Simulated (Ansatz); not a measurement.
A structure relaxed at PBE0-D4/def2-TZVP, charge 0, multiplicity 1:

Cartesian coordinates in Å:
```
C 0.881 1.565 -0.712
C 0.853 0.251 0.037
Cl 1.970 0.392 1.472
C -0.497 -0.145 0.490
C -0.996 -1.349 0.241
O -2.237 -1.715 0.635
H 0.478 2.367 -0.092
H 1.898 1.830 -1.002
H 0.265 1.481 -1.612
H 1.297 -0.543 -0.566
H -1.085 0.582 1.043
H -0.419 -2.098 -0.298
H -2.410 -2.619 0.364
```

(1) Give its formula and SMILES.

(2) Point group (tolerance 0.08 Å, 0.16 Å for H)?

(3) Summarise the bond lengths by kind.

Results:

(1) C4H7ClO, `CC(Cl)/C=C/O`.

(2) C1.

(3) 3 × C–C 1.327 to 1.513 Å; 6 × C–H 1.086 to 1.093 Å; 1 × C–Cl 1.824 Å; 1 × C–O 1.353 Å; 1 × H–O 0.959 Å.

Computed with Ansatz.
